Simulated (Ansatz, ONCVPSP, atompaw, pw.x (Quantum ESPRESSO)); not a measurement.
Which W potential is closest to all-electron in the bcc crystal?

All use PBEsol, scalar-relativistic, no spin, cutoffs from each file’s atomic test, pw.x 7.5; 15³ k-points, Fermi–Dirac smearing 0.01 Ry. Δ is the rms difference from all-electron LAPW of the E(V) curves that follow from fits to the pressures, over ±6 % in volume. Mesh and smearing are coarse and serve the comparison alone. The files are a selection: those with a ghost or negative overlap were mostly not run, and those with noisy or unconverged pressures or nearly equal Δ are left out.

All-electron: a0 = 3.155 Å (V0 = 15.70 Å³/atom), B0 = 321.1 GPa.

Problem. Rank them by Δ, smallest first.
A. PAW, atompaw 4.2.0.5, PBEsol; core [Xe] 4f14, reference 5d4.5 6s1.5 6p0; waves: 6s (bound): rc 2.45 bohr; 6s channel at 2.7 Ry: rc 3.00 bohr; 6p (bound, empty): rc 3.00 bohr; 6p channel at 0.45 Ry: rc 3.00 bohr; 5d (bound): rc 3.00 bohr; 5d channel at 0.35 Ry: rc 3.00 bohr; local part: troulliermartins scheme with l = 3 at 1 Ry, radius 2.70 bohr; core correction: smooth core density matched at 2.05 bohr; augmentation: sinc compensation charge, radius 2.45 bohr; PAW radius 3.00 bohr; waves and projectors: custom rrkj gramschmidtortho.
B. optimised norm-conserving Vanderbilt (ONCV), ONCVPSP 4.0.1.1 (patched build), PBEsol; core [Kr] 4d10 4f14, reference 5s2 5p6 5d4 6s2; waves: 5s+6s: rc 1.35 bohr, ncon 3, nbas 7, qcut 8.1 1/bohr, 2 projectors; 5p: rc 2.05 bohr, ncon 4, nbas 7, qcut 5.4 1/bohr, 2 projectors, debl 2.5 Ha; 5d: rc 2.85 bohr, ncon 4, nbas 8, qcut 4.3 1/bohr, 2 projectors, debl 3.1 Ha; local part: polynomial inside 1.30 bohr (lpopt 5, dvloc0 6 Ha); core correction: polynomial model core, fcfact 0.35.
C. optimised norm-conserving Vanderbilt (ONCV), ONCVPSP 4.0.1.1 (patched build), PBEsol; core [Kr] 4d10 4f14, reference 5s2 5p6 5d4 6s2; waves: 5s+6s: rc 1.80 bohr, ncon 4, nbas 8, qcut 5.7 1/bohr, 3 projectors, debl 2.7 Ha; 5p: rc 1.45 bohr, ncon 4, nbas 7, qcut 10.4 1/bohr, 3 projectors, debl 1.5 Ha; 5d: rc 2.50 bohr, ncon 5, nbas 10, qcut 5.8 1/bohr, 2 projectors, debl 3.3 Ha; local part: polynomial inside 1.30 bohr (lpopt 5, dvloc0 4 Ha); core correction: none. In the p channel the program set the typed energies aside and used -1.588, 0.250, 1.750 Ha.

Solution. B (5.9 meV/atom), C (10.8 meV/atom), A (17.8 meV/atom).
